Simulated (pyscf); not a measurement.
Structures and frequencies: ωB97X-D3(BJ)/def2-SVP in PySCF.

PBE/def2-TZVP puts the barrier of O=Zr(F)–F + NH₃ -> H₂N–Zr(OH)(F)–F (addition across a multiple bond or ene-type step; singlet surface; H–N broken, H–O, N–Zr formed) at -0.89 eV and the reaction energy at -2.26 eV, from the separated reactants. What do r²SCAN/def2-TZVP, PBE0-D3(BJ)/def2-TZVP, ωB97M-D3(BJ)/def2-TZVP give on the same structures?

r²SCAN: ΔE‡ = -0.95 eV, ΔE = -2.46 eV; PBE0-D3(BJ): ΔE‡ = -0.94 eV, ΔE = -2.48 eV; ωB97M-D3(BJ): ΔE‡ = -0.80 eV, ΔE = -2.46 eV. PBE's barrier lies among them. Its reaction energy lies over all of them, by 0.20 to 0.22 eV. On the reactant side the descent ends in an adduct with a N–Zr contact, 1.90 eV under the separated species and 0.97 eV under the saddle at ωB97X-D3(BJ)/def2-TZVP. At PBE, r²SCAN, PBE0-D3(BJ), ωB97M-D3(BJ) the saddle lies under the separated reactants, which points to a path from their complex (located at ωB97X-D3(BJ) alone). What is counted as formed (N–Zr) is already present as a longer contact in the reactant adduct; forming that adduct is a step of its own. At the saddle there is also a short H–Zr contact that neither side keeps. At ωB97X-D3(BJ)/def2-TZVP the barrier from the zero used here is -0.93 eV. This is the saddle that the search found; another between the same sides may lie lower. Elements past Kr carry the def2 core potentials, without spin-orbit coupling.
